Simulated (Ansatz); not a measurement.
## 1T (CdI2-type) HfTe2

These are PBEsol+SOC (plane waves, PAW; Ansatz, a quantum-chemistry and plane-wave program) values and carry that method's errors.

Run with plane-wave cutoff 520 eV, 18×18×8 k mesh (along the axes of the cell as run), Fermi–Dirac smearing 0.05 eV, PAW data made under PBE.

Cell (relaxed at this level):

HfTe2 is taken in the trigonal space group P-3m1 (No. 164), the CdI2 type structure, Pearson symbol hP3. Cell: a = b = 3.8720 Å, c = 6.6249 Å, α = β = 90.00°, γ = 120.00°. Hf on 1a has 6 Te at 2.861 Å (octahedral). Te on 2d sees 3 Hf at 2.861 Å (trigonal pyramidal). (Neighbours: up to the widest gap in distance over summed covalent radii, below 1.35, at either atom; cation-cation and far metal-metal contacts left out.)

| Item | Value |
|---|---|
| bulk modulus B0 | 26.3 GPa |
| band gap | none |

Note: the cell comes from a level without a dispersion term, which matters for the spacing of layers, chains or molecules; the relaxation could not lower the start's symmetry, so the cell can be a saddle point above a distorted one; the bulk modulus comes from volumes at which shape and atoms were relaxed.

Static lattice: no zero-point or thermal effects.
